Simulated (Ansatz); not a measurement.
**CH₆AlO+ (SMILES [CH3][AlH][OH2+]): single points off equilibrium**

The atoms stand at a structure displaced at random from a GFN2-xTB minimum. How far do the functionals agree with CCSD(T) there?

Method: single points in def2-TZVPP; program: Ansatz 0.2.0, Gaussian basis.

Cores are frozen in the correlated methods.

## 1. The starting structure

SMILES `[CH3][AlH][OH2+]`, 9 atoms, charge 1, spin multiplicity 1.

Atoms are counted from 1 here; the program's logs count them from 0.

Bond lengths: C1–Al2 2.026 Å, C1–H4 1.109 Å, C1–H5 1.244 Å, C1–H6 1.324 Å, Al2–O3 1.999 Å, Al2–H7 1.448 Å, O3–H8 0.953 Å, O3–H9 0.967 Å. Angles: Al2–C1–H4 124.4°, Al2–C1–H5 105.5°, Al2–C1–H6 117.2°, H4–C1–H5 105.0°, H4–C1–H6 101.3°, H5–C1–H6 100.4°, C1–Al2–O3 99.5°, C1–Al2–H7 165.9°, O3–Al2–H7 85.8°, Al2–O3–H8 109.1°, Al2–O3–H9 130.3°, H8–O3–H9 118.7°.

Coordinates:

```xyz
9

C    -0.85610    0.98220   -0.67420
Al    0.87760   -0.04280   -0.45430
O     0.37690   -1.20910    1.09060
H    -1.84690    0.51000   -0.83320
H    -0.68540    1.71460   -1.66560
H    -1.14510    1.88910    0.24650
H     2.01950   -0.91980   -0.60760
H     0.84070   -0.91170    1.86880
H    -0.04750   -2.07740    1.10640
```

## 2. CCSD(T)/def2-TZVPP

run/in.yaml

```yaml
crystal:
  periodic: [false, false, false]
  atoms:
    - {symbol: C, position_ang: [-0.856100, 0.982200, -0.674200]}
    - {symbol: Al, position_ang: [0.877600, -0.042800, -0.454300]}
    - {symbol: O, position_ang: [0.376900, -1.209100, 1.090600]}
    - {symbol: H, position_ang: [-1.846900, 0.510000, -0.833200]}
    - {symbol: H, position_ang: [-0.685400, 1.714600, -1.665600]}
    - {symbol: H, position_ang: [-1.145100, 1.889100, 0.246500]}
    - {symbol: H, position_ang: [2.019500, -0.919800, -0.607600]}
    - {symbol: H, position_ang: [0.840700, -0.911700, 1.868800]}
    - {symbol: H, position_ang: [-0.047500, -2.077400, 1.106400]}
basis:
  gaussian: {orbitals: def2-TZVPP}
total_charge: 1
correlation: {method: ccsd_t}
output: {forces: true}
```

No record of the launch command was kept for these runs.

## 3. PBE0-D4/def2-TZVPP

run/in.yaml, as its differences from that of step 2:

```diff
@@ -15,3 +15,3 @@
 total_charge: 1
-correlation: {method: ccsd_t}
-output: {forces: true}
+hamiltonian: {xc: pbe0, dispersion: d4}
+output: {forces: true, orbitals: {seedname: orbitals}}
```

## 4. wB97M-V/def2-TZVPP

run/in.yaml, as its differences from that of step 3:

```diff
@@ -15,3 +15,3 @@
 total_charge: 1
-hamiltonian: {xc: pbe0, dispersion: d4}
-output: {forces: true, orbitals: {seedname: orbitals}}
+hamiltonian: {xc: {name: wB97M-V}}
+output: {forces: true}
```

## 5. r2SCAN-D4/def2-TZVPP

run/in.yaml, as its differences from that of step 4:

```diff
@@ -15,3 +15,3 @@
 total_charge: 1
-hamiltonian: {xc: {name: wB97M-V}}
+hamiltonian: {xc: r2scan, dispersion: d4}
 output: {forces: true}
```

## 6. PBE-D4/def2-TZVPP

run/in.yaml, as its differences from that of step 5:

```diff
@@ -15,3 +15,3 @@
 total_charge: 1
-hamiltonian: {xc: r2scan, dispersion: d4}
+hamiltonian: {xc: pbe, dispersion: d4}
 output: {forces: true}
```

## 7. r2SCAN0-D4/def2-TZVPP

run/in.yaml, as its differences from that of step 6:

```diff
@@ -15,3 +15,3 @@
 total_charge: 1
-hamiltonian: {xc: pbe, dispersion: d4}
+hamiltonian: {xc: {name: r2SCAN0}, dispersion: d4}
 output: {forces: true}
```

## 8. revPBE-D4/def2-TZVPP

run/in.yaml, as its differences from that of step 7:

```diff
@@ -15,3 +15,3 @@
 total_charge: 1
-hamiltonian: {xc: {name: r2SCAN0}, dispersion: d4}
+hamiltonian: {xc: {name: revPBE}, dispersion: d4}
 output: {forces: true}
```

(Steps that only read results are left out.)

**Question.** What will these runs give? Wanted: energy less free atoms, CCSD(T)/def2-TZVPP; RMS force component; RMS force error; HOMO and LUMO, PBE0-D4; T1 diagnostic.

The runs gave:

```
                                  quantity                                                                                                value
energy less free atoms, CCSD(T)/def2-TZVPP                                                                                       -2087.8 kJ/mol
                       RMS force component                                                                 1.590 to 1.708 eV/Å over the methods
                           RMS force error  PBE0-D4 0.062, wB97M-V 0.067, r2SCAN-D4 0.061, PBE-D4 0.183, r2SCAN0-D4 0.120, revPBE-D4 0.188 eV/Å
                    HOMO and LUMO, PBE0-D4                                                                                  -13.49 and -6.87 eV
                             T1 diagnostic                                                                                                0.010
```

What this shows: Against CCSD(T) the functionals' energies less atoms differ by -79.6 to -14.7 kJ/mol, PBE-D4 by -79.6 kJ/mol. A larger basis would deepen the CCSD(T) value, while the functionals are nearly converged already, so the order here is not reliable. The forces of r2SCAN-D4 come nearest to CCSD(T), those of revPBE-D4 are farthest. Frozen-core CCSD(T) forces in triple zeta carry basis errors of their own, and this is one geometry, so small gaps rank nothing.
